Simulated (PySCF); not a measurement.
SiN at PBE0

Level: PBE0. Si aug-cc-pV(D+d)Z, N aug-cc-pVDZ; no relativity (PySCF 2.14).

```
state                                           : ⁴Π (quartet), unpaired electrons π ↑↑↑, a second solution, started from another occupation
bond length                                     : 191.2 pm
harmonic wavenumber                             : 633 cm⁻¹
force constant                                  : 2.20 mdyn/Å
rotational constant Be                          : 0.4941 cm⁻¹
anharmonicity ωexe                              : 3.30 cm⁻¹
vibration–rotation constant αe                  : 0.00431 cm⁻¹
energy of the minimum from ground-state Si + N  : -1.97 eV
bond order (Mayer)                              : 0.73
dipole moment (positive dipole means Si(−)N(+)) : -0.98 D
```
